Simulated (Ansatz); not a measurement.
**AlH₅OSi (SMILES [AlH2][O][SiH3]): a rigid scan of the angle H7–Si3–H8**

An exercise on one series of results from a longer session: the logs are not shown, and one member is left open.

Method: single points in def2-TZVPP; program: Ansatz 0.2.0, Gaussian basis.

Levels: PBE-D4, r2SCAN-D4, PBE0-D4, B3LYP-D4, wB97M-V, Hartree-Fock, MP2, CCSD, CCSD(T). The scan takes 90.6, 95.1, 99.6, 104.1, 108.6, 113.1, 117.6, 122.1, 126.6°.

Cores are frozen in the correlated methods. B3LYP uses VWN-RPA correlation.

28 further runs of the same task are left out: 28 set aside as unsound or not needed.

## The system as given

The minimum, relaxed at PBE0-D4: SMILES `[AlH2][O][SiH3]`, 8 atoms, charge 0, spin multiplicity 1.

Atoms are counted from 1 here; the program's logs count them from 0.

Bond lengths: Al1–O2 1.681 Å, Al1–H4 1.579 Å, Al1–H5 1.579 Å, O2–Si3 1.623 Å, Si3–H6 1.487 Å, Si3–H7 1.487 Å, Si3–H8 1.487 Å. Angles: O2–Al1–H4 118.0°, O2–Al1–H5 118.0°, H4–Al1–H5 124.1°, Al1–O2–Si3 178.9°, O2–Si3–H6 109.9°, O2–Si3–H7 110.3°, O2–Si3–H8 110.3°, H6–Si3–H7 108.8°, H6–Si3–H8 108.8°, H7–Si3–H8 108.6°.

Coordinates:

```xyz
8

Al   -0.9976    1.0712   -1.1536
O    -0.0933    0.0882   -0.1321
Si    0.7850   -0.8361    0.8723
H    -2.4357    0.5748   -1.5764
H    -0.3556    2.4322   -1.6325
H     1.6296   -1.7752    0.0872
H    -0.1084   -1.6242    1.7628
H     1.6682    0.0123    1.7165
```

Energies of the minimum (eV), from earlier single points: PBE-D4 -16596.16112, r2SCAN-D4 -16604.01598, PBE0-D4 -16597.75253, B3LYP-D4 -16608.25930, wB97M-V -16604.58458, CCSD(T) -16579.02482.

At the minimum the angle H7–Si3–H8 is 108.6°.

Set-up of the first run:

File ccsdt-tzvpp/in.yaml:

```yaml
crystal:
  periodic: [false, false, false]
  atoms:
    - {symbol: Al, position_ang: [-0.997576, 1.071157, -1.153569]}
    - {symbol: O, position_ang: [-0.093269, 0.088195, -0.132139]}
    - {symbol: Si, position_ang: [0.785008, -0.836129, 0.872302]}
    - {symbol: H, position_ang: [-2.435748, 0.574765, -1.576372]}
    - {symbol: H, position_ang: [-0.355648, 2.432175, -1.632471]}
    - {symbol: H, position_ang: [1.629564, -1.775204, 0.087177]}
    - {symbol: H, position_ang: [0.130435, -1.390923, 2.087219]}
    - {symbol: H, position_ang: [1.668201, 0.012288, 1.716509]}
basis:
  gaussian: {orbitals: def2-TZVPP}
correlation: {method: ccsd_t}
```

No record of the launch command was kept for these runs.

Steps of the session up to this table: H7–Si3–H8 = 90.6°; H7–Si3–H8 = 95.1°; H7–Si3–H8 = 99.6°; H7–Si3–H8 = 104.1°; H7–Si3–H8 = 108.6°; H7–Si3–H8 = 113.1°; H7–Si3–H8 = 117.6°; H7–Si3–H8 = 122.1°; H7–Si3–H8 = 126.6°.

One table of the session follows, with a row left open; its other results are not shown here.

It belongs to the step «The curves». Energies less that of the minimum at the same level (kcal/mol):

| angle (°) | PBE-D4 | PBE0-D4 | B3LYP-D4 | wB97M-V | Hartree-Fock |
| --- | --- | --- | --- | --- | --- |
| 90.6 | 5.2 | 5.5 | 5.6 | 5.6 | 6.5 |
| 95.1 | 2.9 | 3.1 | 3.1 | 3.1 | 3.6 |
| 99.6 | 1.3 | 1.4 | 1.4 | 1.4 | 1.6 |
| 104.1 | 0.3 | 0.3 | 0.3 | 0.3 | 0.4 |
| 108.6 | 0.0 | 0.0 | 0.0 | 0.0 | 0.0 |
| 108.6 (minimum) | 0.0 | 0.0 | 0.0 | 0.0 | 0.0 |
| 113.1 | 0.3 | 0.3 | 0.3 | 0.3 | 0.4 |
| 117.6 | 1.3 | 1.3 | 1.4 | 1.3 | 1.6 |
| 122.1 | ? | ? | ? | ? | ? |
| 126.6 | 5.1 | 5.3 | 5.4 | 5.3 | 6.2 |

Estimate the missing values for angle (°) = 122.1.

Worked estimate for «PBE-D4». A straight line through the neighbours (117.6, 1.3) and (126.6, 5.1) gives 1.3 + (5.1 − 1.3) × (122.1 − 117.6) / (126.6 − 117.6) = 3.2; a parabola fitted to 3 rows on both sides gives 2.9.

**Answer.** PBE-D4: 2.9; PBE0-D4: 3.0; B3LYP-D4: 3.1; wB97M-V: 3.0; Hartree-Fock: 3.5. In «PBE-D4» the line misses by +0.3 and the parabola by 0.0.

Caveats from the session: A polynomial through the near points puts the CCSD(T) minimum 0.1° below the PBE0-D4 value.
